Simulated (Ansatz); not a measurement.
We consider antifluorite Mg2Ge, described by rVV10 (Ansatz, an electronic-structure program, plane waves, PAW).

Settings: plane-wave cutoff 520 eV, 10×10×10 k mesh, Fermi–Dirac smearing 0.01 eV, scalar-relativistic PAW data made under PBE.

Computed at the level's own relaxed cell.

### Question
Predict the equilibrium volume per atom, band gap, pressure derivative B′ of the bulk modulus, lattice parameter a and smallest direct gap on the k points sampled.

### Answer

- equilibrium volume per atom = 22.21 Å³/atom
- band gap = 0.24 eV (indirect)
- pressure derivative B′ of the bulk modulus = 4.3
- lattice parameter a = 6.435 Å
- smallest direct gap on the k points sampled = 0.81 eV

Measured, for comparison: band gap 0.74 eV (temperature not stated, no zero-point or thermal correction, indirect, Γ–X; as tabulated in Ryu et al. (2019), arXiv:1905.06140); equilibrium volume per atom 21.69 Å³/atom, lattice constant a 6.385 Å (temperature not stated, no zero-point or thermal correction; as tabulated in Grosch, Range, J. Alloys Compd. 235, 250 (1996)). Computed (rounded) less measured: equilibrium volume per atom +2.4 %, lattice constant a +0.8 %.

Spin–orbit coupling is not included.

The result took very roughly 80 core-seconds.
